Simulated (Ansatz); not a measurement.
C3H6FNO can be A, `CC(O)(F)C=N`, or B, `CN1COC1F`.

Calculated with Ansatz (gas phase, PBE0-D4/def2-TZVP geometries, no zero-point term in ΔE). CBS: MP2 limit from def2 TZ/QZ plus the TZ coupled-cluster correction, frozen cores. DFT in def2-TZVPP. B3LYP here is the variant with VWN-RPA as its local correlation; programs differ in this. One conformer a species, not always the lowest.

A:

```xyz
12

C    -1.300    0.637   -0.212
C    -0.157   -0.338   -0.117
O    -0.059   -1.016   -1.316
F    -0.438   -1.247    0.895
C     1.162    0.331    0.222
N     1.878    0.116    1.234
H    -1.458    1.121    0.751
H    -1.082    1.396   -0.965
H    -2.201    0.098   -0.504
H     0.727   -1.573   -1.297
H     1.499    1.051   -0.529
H     1.428   -0.576    1.838
```

B:

Z-matrix (Å, degrees):
```
C
N 1 1.440
H 1 1.092 2 109.0
H 1 1.091 2 109.4 3 -117.3
H 1 1.098 2 113.5 3 121.5
C 2 1.454 1 121.1 3 -71.2
C 2 1.434 1 121.2 3 -177.7
O 6 1.434 2 90.0 1 -134.7
H 6 1.093 2 115.3 1 110.9
H 6 1.100 2 115.2 1 -20.1
F 7 1.379 2 113.9 1 20.2
H 7 1.094 2 118.5 1 -105.0
```

Problem. Which isomer does CCSD(T)/CBS put lower? Give the gap. (An estimate is asked.)

Solution. Computed: A, by 98.9 kJ/mol.

Problem. Give E(B) − E(A) in kJ/mol with MP2/def2-TZVPP, CCSD(T)/def2-TZVPP, B3LYP, PBE-D4, B2PLYP, r2SCAN-D4, HF/def2-TZVPP. (Best estimate.)

Solution. The calculation gave: MP2/def2-TZVPP 94.1, CCSD(T)/def2-TZVPP 96.6, B3LYP 97.2, PBE-D4 84.9, B2PLYP 97.7, r2SCAN-D4 93.4, HF/def2-TZVPP 92.6. None reverses the order clearly.

Largest T1 diagnostic: 0.012.

From PBE to PBE0 (25 % exact exchange), in def2-TZVPP and without D4, E(B) − E(A) moves by −5.9 kJ/mol.
